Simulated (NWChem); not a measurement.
Atomisation of formic acid (CH2O2)

```xyz
5

O      0.7471     0.8327     0.0000
C      0.1768    -0.3801     0.0000
O     -1.0040    -0.5887     0.0000
H      0.0276     1.4904     0.0000
H      0.9664    -1.1619     0.0000
```
Charge 0, spin multiplicity 1.

Everything below was run with NWChem. Structure: optimised with B3LYP/def2-SVP, a minimum by its harmonic frequencies. It is one conformer; others weren't searched.

Basis set: def2-TZVP. The atomisation energy is electronic alone: no zero-point, thermal, spin-orbit or counterpoise terms. No value is extrapolated to the basis-set limit. Free atoms are single determinants with multiplicities O 3, C 3, H 2.

B3LYP has NWChem's definition, with VWN1-RPA local correlation. The stability of the SCF solutions was not checked.

Q: For the atomisation energy, PBE gives 521.3 kcal/mol and B3LYP gives 497.1 kcal/mol. What do PBE0, M06-2X, CAM-B3LYP give?

A: PBE0: 499.1 kcal/mol; M06-2X: 500.8 kcal/mol; CAM-B3LYP: 500.7 kcal/mol.
